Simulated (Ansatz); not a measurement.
Born–Oppenheimer molecular dynamics of FH3OSi (6 atoms, charge 0, multiplicity 1). It goes on from the last frame of an earlier run, with new velocities.

These are results of RKS r2SCANh-D4/def2-SVP (Ansatz 0.2.0), not measurements.

- ensemble: NVE (velocity Verlet)
- time step: 0.5 fs
- steps asked: 150
- starting velocities drawn for: 50 K
- seed: 795130

Frames 5 fs apart, positions in Å.

Velocities at 10 fs (Å/ps):

```
Si 0.57 0.68 0.16
F 0.14 -0.25 0.70
O -1.40 1.75 0.13
H 0.21 -15.66 -0.53
H 12.79 -29.20 -11.98
H -9.33 2.77 -7.22
```

```xyz
6
Properties=species:S:1:pos:R:3 time_fs=10 energy_less_start_eV=-0.062 T=168
Si -0.025 -0.024 -0.042
F 0.041 -0.053 1.557
O 1.499 -0.049 -0.644
H 1.945 -0.881 -0.453
H -0.671 1.253 -0.472
H -0.772 -1.237 -0.478
6
Properties=species:S:1:pos:R:3 time_fs=15 energy_less_start_eV=-0.021 T=89
Si -0.023 -0.022 -0.043
F 0.041 -0.054 1.565
O 1.497 -0.046 -0.643
H 1.934 -0.878 -0.486
H -0.630 1.163 -0.543
H -0.811 -1.210 -0.493
6
Properties=species:S:1:pos:R:3 time_fs=20 energy_less_start_eV=-0.017 T=84
Si -0.024 -0.026 -0.047
F 0.040 -0.055 1.576
O 1.500 -0.045 -0.643
H 1.995 -0.887 -0.543
H -0.662 1.250 -0.619
H -0.828 -1.187 -0.464
6
Properties=species:S:1:pos:R:3 time_fs=25 energy_less_start_eV=-0.057 T=160
Si -0.029 -0.024 -0.053
F 0.036 -0.054 1.585
O 1.508 -0.050 -0.645
H 2.039 -0.824 -0.607
H -0.622 1.229 -0.566
H -0.846 -1.217 -0.421
6
Properties=species:S:1:pos:R:3 time_fs=30 energy_less_start_eV=-0.028 T=103
Si -0.032 -0.024 -0.055
F 0.031 -0.052 1.585
O 1.513 -0.052 -0.648
H 2.109 -0.825 -0.651
H -0.587 1.230 -0.469
H -0.837 -1.237 -0.385
6
Properties=species:S:1:pos:R:3 time_fs=35 energy_less_start_eV=-0.012 T=73
Si -0.027 -0.031 -0.049
F 0.025 -0.048 1.579
O 1.513 -0.054 -0.653
H 2.103 -0.804 -0.666
H -0.620 1.342 -0.424
H -0.812 -1.227 -0.390
6
Properties=species:S:1:pos:R:3 time_fs=40 energy_less_start_eV=-0.067 T=177
Si -0.019 -0.031 -0.039
F 0.019 -0.044 1.570
O 1.506 -0.051 -0.659
H 2.067 -0.822 -0.655
H -0.595 1.265 -0.381
H -0.814 -1.228 -0.452
6
Properties=species:S:1:pos:R:3 time_fs=45 energy_less_start_eV=-0.049 T=144
Si -0.008 -0.033 -0.031
F 0.014 -0.042 1.566
O 1.497 -0.046 -0.666
H 2.015 -0.876 -0.628
H -0.607 1.229 -0.407
H -0.801 -1.200 -0.516
6
Properties=species:S:1:pos:R:3 time_fs=50 energy_less_start_eV=0.006 T=39
Si -0.001 -0.036 -0.028
F 0.009 -0.044 1.572
O 1.496 -0.045 -0.672
H 1.938 -0.874 -0.609
H -0.660 1.286 -0.483
H -0.777 -1.177 -0.537
6
Properties=species:S:1:pos:R:3 time_fs=55 energy_less_start_eV=-0.041 T=128
Si -0.002 -0.027 -0.034
F 0.006 -0.048 1.585
O 1.500 -0.044 -0.679
H 1.936 -0.921 -0.608
H -0.625 1.193 -0.489
H -0.771 -1.220 -0.511
6
Properties=species:S:1:pos:R:3 time_fs=60 energy_less_start_eV=-0.069 T=183
Si -0.009 -0.022 -0.041
F 0.004 -0.052 1.597
O 1.512 -0.049 -0.683
H 1.952 -0.893 -0.635
H -0.634 1.215 -0.501
H -0.749 -1.258 -0.430
6
Properties=species:S:1:pos:R:3 time_fs=65 energy_less_start_eV=-0.009 T=66
Si -0.015 -0.020 -0.045
F 0.003 -0.055 1.602
O 1.521 -0.053 -0.685
H 2.006 -0.883 -0.666
H -0.667 1.295 -0.513
H -0.727 -1.272 -0.349
```

Of the whole run (75 fs, mean temperature of the second half 114 K): The conserved energy stayed within 0.16 meV per atom of its start (net change -0.086 meV per atom), so the integration is sound. The kinetic energy rose, since the run started high on the potential surface and went downhill. A run of 0.075 ps of so small a system gives no equilibrium averages.

The run took 4.5 min on 1 thread of Arm Neoverse V2, with other jobs on the host, peak memory 0.12 GiB.
